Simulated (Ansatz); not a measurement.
```yaml
crystal:
  periodic: [false, false, false]
  atoms:
    - {symbol: O, position_ang: [0.358530, -1.756744, 0.156818]}
    - {symbol: P, position_ang: [-0.406322, -0.415934, -0.135622]}
    - {symbol: O, position_ang: [-1.160566, -0.451762, -1.145842]}
    - {symbol: O, position_ang: [-0.327902, 0.433928, 0.993987]}
    - {symbol: O, position_ang: [1.173922, 0.519049, -1.073145]}
    - {symbol: H, position_ang: [-1.263474, 0.923681, 0.819889]}
    - {symbol: H, position_ang: [1.684993, 0.236358, -0.141336]}
basis:
  gaussian: {orbitals: cc-pVTZ-DK}
total_charge: -1
magnetization: {spin_polarized: true, initial_magnetization: 0}
hamiltonian: {xc: {name: rPW86-PBE}}
scf: {lower_state_search: off}
output: {forces: true}
```

```sh
$ ansatz run in.yaml --threads 2 --pin off --events-out ev --progress --plain --max-ram 32768MiB --backend cpu
```

Output, abridged:

```
Functional definition: rPW86-PBE
1058 factors; their error is unknown
mean field evaluation 1: about -17551.2697 eV, gradient 6.1e1 eV
mean field evaluation 2: about -17434.5456 eV, gradient 1.6e2 eV
mean field evaluation 4: about -17562.8830 eV, gradient 8.4e0 eV
mean field evaluation 8: about -17563.2458 eV, gradient 2.7e-1 eV
mean field evaluation 16: about -17563.2101 eV, gradient 5.2e-4 eV
mean field -17563.21005000 eV, -645.4360645663 hartree, gradient 8.6e-6 eV, S^2 0.000000; 0 other end points of the search recorded, 0 dependent functions left out
reference -17563.21013104 eV, -645.4360675442 hartree; 25, 25 occupied and 157, 157 virtual orbitals, 1058 factors
Total energy: -17563.21013104 eV, -645.4360675442 hartree
Relativity: scalar
Atom 0 at     0.358530    -1.756744     0.156818 Å, force    -1.219172     1.347925     1.262977 eV/Å
Atom 1 at    -0.406322    -0.415934    -0.135622 Å, force    23.361208   -10.771410     8.475993 eV/Å
Atom 2 at    -1.160566    -0.451762    -1.145842 Å, force   -19.578592     0.875382   -21.157963 eV/Å
Atom 3 at    -0.327902     0.433928     0.993987 Å, force    -4.384656     8.827215     9.127318 eV/Å
Atom 4 at     1.173922     0.519049    -1.073145 Å, force     0.546204    -1.252791     4.504928 eV/Å
Atom 5 at    -1.263474     0.923681     0.819889 Å, force     2.262491    -0.131500     1.358569 eV/Å
Atom 6 at     1.684993     0.236358    -0.141336 Å, force    -0.987484     1.105178    -3.571822 eV/Å
Dipole moment:    -0.749394     0.612925     0.713305 e Å
Checks for a lower state left out: stability, starts, cluster_reference, orbital_swaps, neighbouring_geometries, increment
```

Run time 7 s (2 threads of an AMD EPYC 7R13 on a shared host); peak host memory 0.39 GiB.
